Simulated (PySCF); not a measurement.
Gas-phase reaction: 3 SiF4 + 2 H3SiSiCl3 ⇌ 3 SiCl2F2 + 2 SiH2 + 2 SiHF3

Energies from PySCF, thermal terms from the rigid-rotor harmonic-oscillator model, ideal gas at 1 bar. † marks an energy on the PBE0/def2-TZVP geometry and frequencies; other levels use their own. MP2 and CCSD(T) freeze the core. 6-31G* has spherical d functions here. All species are closed-shell singlets. B3LYP is the form with VWN-RPA correlation. H3SiSiCl3: computed as isolated molecules; such fragments, hydroxides, amides, oligomers or adducts are transient or little studied in the gas. MP2 isn't extrapolated to the basis-set limit; its ΔH°(298 K) is 464.1 kJ in def2-SVP and 492.9 kJ in def2-TZVPP. CCSD(T) isn't extrapolated to the basis-set limit. The harmonic model lacks anharmonicity and excited electronic states, which grow with temperature; levels with a mode under 35 cm⁻¹ are left out. Internal rotation in H3SiSiCl3 is treated as a harmonic vibration of one conformer, which makes the entropy rough.

```csv
level,"ΔE electronic, kJ","ΔH°(298 K), kJ","ΔS°(298 K), J/K","ΔG°(1200 K), kJ"
B3LYP/def2-TZVP†,454,432,336,46
CCSD(T)/def2-SVP†,451,429,336,43
HF/6-31G*,436,414,343,17
MP2/def2-SVP†,486,464,336,78
PBE/def2-SVP,494,473,335,88
PBE0/def2-TZVP,515,494,336,108
```
ΔH° is lowest at HF/6-31G* and highest at PBE0/def2-TZVP. No reference value is set beside these.
